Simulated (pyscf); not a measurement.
Thermochemistry of product channels of H₃C–Si(CH₃)(OH)–OH (SMILES C[Si](C)(O)O) + H• (SMILES [H]) on the doublet surface, in kJ/mol, from ωB97M-D3(BJ)/def2-TZVP energies (ideal gas, 1 atm, RRHO with modes under 100 cm⁻¹ raised to 100, one conformer, R ln 2 for chiral ones without a mode under 150 cm⁻¹). Structures and frequencies: ωB97X-D3(BJ)/def2-SVP in PySCF.

```json
[
 {"products": "H₃C–Si(CH₃)(O•)–OH (SMILES C[Si](C)([O])O) + H₂ (SMILES [H][H])", "ΔE": "+55.7", "ΔH(298 K)": "+52.8", "ΔG(600 K)": "+47.6", "ΔG(900 K)": "+45.9"},
 {"products": "CH₄ (SMILES C) + H₃C–Si•(OH)–OH (SMILES C[Si](O)O)", "ΔE": "-53.1", "ΔH(298 K)": "-35.8", "ΔG(600 K)": "-53.8", "ΔG(900 K)": "-58.0"}
]
```

These are energies of the channels, which say nothing of barriers.
